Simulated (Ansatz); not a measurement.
Ansatz (a quantum-chemistry and plane-wave program) input file for ethylamine (C2H7N), SMILES CCN, PBE0/def2-SVPD. Geometry: B3LYP-D3(BJ)/def2-TZVP. One conformer was computed; it need not be the lowest.

Ansatz 0.2 input:
```yaml
crystal:
  periodic: [false, false, false]
  atoms:
    - {symbol: C, position_ang: [1.18420436, 0.44871777, 0.01541736]}
    - {symbol: C, position_ang: [0.04690846, -0.55325406, -0.10917567]}
    - {symbol: N, position_ang: [-1.24655082, 0.12463862, 0.00602563]}
    - {symbol: H, position_ang: [2.15214784, -0.04178730, -0.10307854]}
    - {symbol: H, position_ang: [1.09080824, 1.22877147, -0.74143477]}
    - {symbol: H, position_ang: [1.17379176, 0.92948375, 0.99752163]}
    - {symbol: H, position_ang: [0.18782594, -1.35455363, 0.63174493]}
    - {symbol: H, position_ang: [0.08486549, -1.02664553, -1.09371544]}
    - {symbol: H, position_ang: [-2.01050130, -0.53370522, -0.09126614]}
    - {symbol: H, position_ang: [-1.33975924, 0.55318381, 0.92059866]}
basis:
  gaussian:
    orbitals: def2-SVPD
hamiltonian:
  xc: {name: PBE0}
```

Log of the run:

```
WARN ansatz: RAYON_NUM_THREADS=1 ignored (pool sized by the plan → 1); use --threads N
Functional definition: PBE0
integrals: 0.03 GiB planned
961 factors; their error is unknown
mean field: 0.37 GiB planned
mean field evaluation 1: about -3664.9181 eV, gradient 5.3e1 eV
mean field evaluation 2: about -3660.5431 eV, gradient 6.8e1 eV
mean field evaluation 4: about -3671.3977 eV, gradient 2.6e0 eV
mean field evaluation 8: about -3671.3817 eV, gradient 4.6e-2 eV
mean field -3671.38168191 eV, -134.9207882582 hartree, gradient 5.2e-5 eV, S^2 0.000000; 0 other end points of the search recorded, 0 dependent functions left out
reference -3671.38170950 eV, -134.9207892723 hartree; 13, 13 occupied and 103, 103 virtual orbitals, 961 factors
Total energy: -3671.38170950 eV, -134.9207892723 hartree
```

The calculation finished and met its thresholds.
